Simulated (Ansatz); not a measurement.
Results of r²SCAN (PAW; Ansatz, a quantum-chemistry and plane-wave program) for hcp Cd.

Settings: plane-wave cutoff 600 eV, 18×18×8 k mesh (along the axes of the cell as run), Fermi–Dirac smearing 0.1 eV, finite displacements, scalar-relativistic PAW data made under PBE.

The cell has the measured lattice parameters. Conventional cell: a = 2.9789 Å, b = 2.9789 Å, c = 5.6166 Å, α = 90.00°, β = 90.00°, γ = 120.00°.

```
Cd
1.0
    2.97890     0.00000     0.00000
   -1.48945     2.57980     0.00000
    0.00000     0.00000     5.61660
Cd
2
Direct
  0.66667   0.33333   0.75000
  0.33333   0.66667   0.25000
```

Harmonic phonon frequencies (cm⁻¹; i marks an imaginary mode):

| q point | frequencies |
|---|---|
| Γ | ___ |
| M | 40 47 74 76 144 151 |
| A | ___ |

Task: Fill in the missing entries.

Result: 
- Γ, frequencies: 0 0 0 39 39 93
- A, frequencies: 32 32 32 32 63 63

No imaginary mode appears at these points.

Note: the cell isn't this level's own, so it is under some stress, which shifts stiffness and frequencies.
